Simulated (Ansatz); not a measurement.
Cartesian coordinates (Å):
SMILES: C[O]
```xyz
5

C      0.0021    -0.0327    -0.0425
O     -0.0158     1.3139     0.1077
H      0.9367    -0.4117    -0.4816
H     -0.0437    -0.4429     0.9859
H     -0.8793    -0.4267    -0.5694
```
Charge 0, spin multiplicity 2.

Level of theory: frozen-core CCSD(T)/cc-pVTZ // PBE0-D4/def2-TZVP run with Ansatz (an electronic-structure program).

| Quantity | Value |
|---|---|
| HF energy | -114.46552 Ha |
| MP2 correlation energy | -0.36857 Ha |

Question: Estimate the CCSD correlation energy, the (T) correction, the total energy and the T1 diagnostic.

Answer: 
| Property | Result |
|---|---|
| CCSD correlation energy | -0.39633 Ha |
| (T) correction | -0.01270 Ha |
| CCSD(T) total energy | -114.87455 Ha |
| T1 diagnostic | 0.018 |
